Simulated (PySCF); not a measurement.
Work out the structure from these simulated measurements.

Formula: NaF.

| Quantity | Value |
| --- | --- |
| NMR, other nuclei | isotropic shieldings of nuclei other than C and H, by class: 435 (1 F), 572 (1 Na) ppm [GIAO PBE0/pcSseg-1] |
| Dipole | 8.07 D [CAM-B3LYP/def2-SVPD] |
| Triplet | lowest triplet excitation (Tamm–Dancoff): 4.55 eV [TDA CAM-B3LYP/def2-SVPD] |
| Rotational structure | rotational constant B (linear): 13.657 GHz [PBE0-D3(BJ)/def2-SVP] |
| UV, first state | lowest singlet excitation: 4.63 eV (268 nm, f = 0.027 summed over 2 states within 0.01 eV) [TDDFT CAM-B3LYP/def2-SVPD] |
| Polarisability | 11.8 au [CAM-B3LYP/def2-SVPD] |
| XPS | F1s 686.8, Na1s 1079.5 eV [ΔSCF SCAN, pcX-2 on the ionised atom, pcseg-1 elsewhere, spin-free X2C] |

The electronic properties come from PySCF, for the isolated species, density fitting. Levels stand in brackets. Geometry: PBE0-D3(BJ)/def2-SVP; no solvent, vibrations or thermal averaging. NMR classes are plain means over equivalent atoms (diastereotopic ones count apart unless rotation or inversion swaps them), as if these changed places fast.

Question: What is the compound? Reason from the data.

Answer: The other shieldings belong to: 435 ppm, fluorine bonded to Na; 572 ppm, sodium bonded to F. The core levels belong to: F1s 686.8 eV, fluorine bonded to Na; Na1s 1079.5 eV, sodium bonded to F. The optimised geometry has point group C∞v and is a linear rotor. Structure: `[F][Na]` (sodium fluoride).
